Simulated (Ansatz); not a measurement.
I need the interaction energy of a dimer with the counterpoise correction of C3H4, SMILES C#CC. Use Ansatz 0.2.0 through its Python package. Use (for the species named): PBE, cc-pVDZ basis, multiplicity 1, D3BJ dispersion.

```json
{"atom": "C", "x (Å)": "-1.3233", "y (Å)": "-0.7081", "z (Å)": "-0.7827"}
{"atom": "C", "x (Å)": "-0.4167", "y (Å)": "-0.2043", "z (Å)": "-0.2394"}
{"atom": "C", "x (Å)": "0.7227", "y (Å)": "0.3629", "z (Å)": "0.4253"}
{"atom": "H", "x (Å)": "-2.1486", "y (Å)": "-1.0624", "z (Å)": "-1.2917"}
{"atom": "H", "x (Å)": "1.2653", "y (Å)": "1.0820", "z (Å)": "-0.2185"}
{"atom": "H", "x (Å)": "0.4624", "y (Å)": "0.8839", "z (Å)": "1.3622"}
{"atom": "H", "x (Å)": "1.4994", "y (Å)": "-0.4222", "z (Å)": "0.6991"}
```

`dimer.py`
```python
"""Binding of a C3H4 dimer at a trial geometry."""

from dataclasses import dataclass

import ansatz as az


@dataclass(frozen=True)
class RunConfig:
    basis: str = "cc-pVDZ"
    xc: str = "pbe"
    dispersion: str = "d3bj"


cfg = RunConfig()

FIRST = [
    ("C", (-1.332, -0.6984, -0.7762)),
    ("C", (-0.4254, -0.1946, -0.2329)),
    ("C", (0.714, 0.3726, 0.4318)),
    ("H", (-2.1573, -1.0527, -1.2852)),
    ("H", (1.2566, 1.0917, -0.212)),
    ("H", (0.4537, 0.8936, 1.3687)),
    ("H", (1.4907, -0.4125, 0.7056)),
]
SECOND = [
    ("C", (0.3348, -4.856, 2.6821)),
    ("C", (0.0725, -3.7185, 2.5913)),
    ("C", (-0.2111, -2.3194, 2.4369)),
    ("H", (0.4782, -5.871, 2.8042)),
    ("H", (-1.2246, -2.1423, 2.0279)),
    ("H", (-0.1284, -1.7542, 3.3807)),
    ("H", (0.4907, -1.8144, 1.6972)),
]

def energy(atoms, ghosts=()):
    molecule = az.Crystal.molecule()
    for symbol, xyz in atoms:
        molecule = molecule.atom(symbol, xyz)
    calc = (
        molecule.calculation()
        .basis(gaussian=cfg.basis)
        .functional(cfg.xc, dispersion=cfg.dispersion)
    )
    deck = calc.input()
    if ghosts:
        deck = deck.set(az.key.basis.gaussian.ghost_atoms, [{"symbol": s, "position_ang": list(xyz)} for s, xyz in ghosts])
    return az.Session.from_dict(deck).plan().execute().report["free_energy_ev"]

# monomers in their own basis and in the basis of the dimer
both = energy(FIRST + SECOND)
alone = energy(FIRST) + energy(SECOND)
ghosted = energy(FIRST, SECOND) + energy(SECOND, FIRST)
print(f"dimer {both:.6f} eV")
print(f"interaction, uncorrected   {23.060548 * (both - alone):8.3f} kcal/mol")
print(f"interaction, counterpoise  {23.060548 * (both - ghosted):8.3f} kcal/mol")
print(f"basis-set superposition    {23.060548 * (alone - ghosted):8.3f} kcal/mol")
```

```console
$ python dimer.py
dimer -6339.636176 eV
interaction, uncorrected     -0.525 kcal/mol
interaction, counterpoise    -0.024 kcal/mol
basis-set superposition       0.500 kcal/mol
```

Uncorrected it is -0.525 kcal/mol, with the counterpoise correction -0.024 kcal/mol; the difference, 0.50 kcal/mol, is the superposition error.

What to keep in mind:
- Total energies depend on the basis set; only differences at equal settings carry meaning.
- The dimer is a generated trial pose of unrelaxed monomers, not a minimum, so the figure is no binding energy, and the basis set is small.
- The whole script took 11 s on 1 thread of Arm Neoverse V1, on a shared host, peak memory 0.22 GiB.

(Lines on the test bed's own set-up are left out of the output.)
